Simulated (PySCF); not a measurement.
**Property card for diethyl sulfide, `CCSCC`**

Diethyl sulfide, C4H10S.
Bonds: C1–C2, C2–S3, S3–C4, C4–C5. Hydrogens: H6, H7, H8 on C1; H9, H10 on C2; H11, H12 on C4; H13, H14, H15 on C5.

Among its groups: sulfide.

GFN2-xTB geometry:

| Quantity | Value |
| --- | --- |
| Rotational constants A, B, C of the GFN2-xTB geometry | 6.331, 2.315, 2.050 GHz |

From PBE0/pcSseg-1 ground state and GIAO shieldings, non-relativistic (PySCF):

| Property | Result |
| --- | --- |
| Dipole moment | 1.77 D |
| HOMO energy | -6.24 eV |
| LUMO energy | 1.29 eV |
| HOMO–LUMO gap | 7.53 eV |
| Lowest Hirshfeld atomic charge | -0.12 e on C1/C5 |
| Highest Hirshfeld atomic charge | +0.05 e on H10/H11 |
| 13C chemical shifts (computed TMS as zero) by class | 29.7 (C2/C4), 17.5 (C1/C5) ppm |
| 1H chemical shifts (computed TMS as zero) by class | 2.37 (H9/H10/H11/H12), 1.26 (H6/H7/H8/H13/H14/H15) ppm |
| Isotropic shieldings of nuclei other than C and H, by class | 470 (S3) ppm |
| Mayer bond orders between heavy atoms | C1–C2 1.02, C2–S3 1.00, S3–C4 1.00, C4–C5 1.02 |

Monoisotopic mass from the formula: 90.0503 u.

The dipole equals about 5.9 × 10⁻³⁰ C·m (1 D = 3.33564 × 10⁻³⁰ C·m). The rotational constants make it an asymmetric top with κ = (2B − A − C)/(A − C) = -0.88, nearer the prolate limit (−1). With B = h/(8π²I), that is 505.379 GHz u Å² over I, the principal moments of inertia are 79.8, 218.3 and 246.5 u Å² (most abundant isotopes); the inertial defect Ic − Ia − Ib is -51.6 u Å² (zero for a rigid planar frame, negative otherwise).

One conformer (not necessarily the lowest) at the GFN2-xTB geometry, without solvent or vibrations. NMR classes are plain means over equivalent atoms (diastereotopic ones count apart unless rotation or inversion swaps them), as if these changed places fast; in this geometry the members of some classes differ.

The values belong to the conformer `[CH3:1][CH2:2][S:3][CH2:4][CH3:5]`: C1–C2–S3–C4 -79°, C2–S3–C4–C5 -81°.
